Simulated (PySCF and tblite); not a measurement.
Values are calculated unless marked as measured or tabulated.
System: C₃H₅NS, numbered as in [NH2:1]/[CH:2]=[CH:3]/[CH:4]=[S:5].

Two runs for the rotation about the C3–C4 bond (torsion C2–C3–C4–S5 from 0° to 179°, rising) on the same GFN2-xTB geometries. The first, PBE0/pcSseg-1 + D3(BJ), gave a barrier of 17.0 kcal/mol. The second was started with:

```json
{"job": {"kind": "nmr", "xc": "PBE0", "basis": "pcSseg-1", "scf": {"max_cycle": 2}, "pop": false}, "charge": 0, "multiplicity": 1}
```

```
final grid: 83224 points
cycle   1  E = -569.8021831867  dE =  7.244e-01  |g| = 3.653e-01  |ddm| = 3.023e+00
cycle   2  E = -569.7193330835  dE =  8.285e-02  |g| = 6.308e-01  |ddm| = 1.728e+00
SCF not converged, last energy = -569.7193330835
```

What is wrong with the second run, and what did it give?

Its fault: too few SCF cycles. The SCF did not converge, so its numbers are no result; the barrier from its energies is -34.9 kcal/mol, off by -51.9.
